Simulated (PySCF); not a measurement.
Geometries of 2 isomers of C3H6S, from PBE0-D3(BJ)/def2-SVP geometry optimisation, gas phase in PySCF 2.14.0. One conformer each, no zero-point energy, no frequencies.

Problem. Which is lower in electronic energy at this level?
A.
```xyz
10
angstrom
S      2.056   -0.308    0.383
C      0.294   -0.156    0.690
C     -0.576    0.844   -0.004
C     -0.750   -0.628   -0.271
H      1.998   -0.044   -0.940
H      0.106   -0.327    1.755
H     -1.337    1.367    0.582
H     -0.118    1.457   -0.786
H     -0.410   -1.018   -1.235
H     -1.633   -1.136    0.127
```
B.
```xyz
10
angstrom
C      0.106    0.493   -0.527
C      1.065   -0.174    0.467
S     -0.136   -1.537    0.762
C     -1.154   -0.226   -0.031
H      0.076    1.594   -0.504
H      0.344    0.175   -1.552
H      2.040   -0.499    0.074
H      1.226    0.415    1.383
H     -1.714    0.346    0.726
H     -1.853   -0.587   -0.798
```

Solution. B. That is thietane (`C1CSC1`), 7.1 kcal/mol below the other.

| SMILES | atoms numbered as above | E (Eh) | relative (kcal/mol) | relative (kJ/mol) | dipole (D) |
| --- | --- | --- | --- | --- | --- |
| C1CSC1 | [CH2:1]1[CH2:2][S:3][CH2:4]1 | -515.60845 | 0.0 | 0.0 | 1.86 |
| SC1CC1 | [SH:1][CH:2]1[CH2:3][CH2:4]1 | -515.59715 | 7.1 | 29.7 | 1.54 |

As drawn, the lower has a four-membered ring, which the higher lacks; the higher has a three-membered ring and an S–H bond, which the lower lacks.
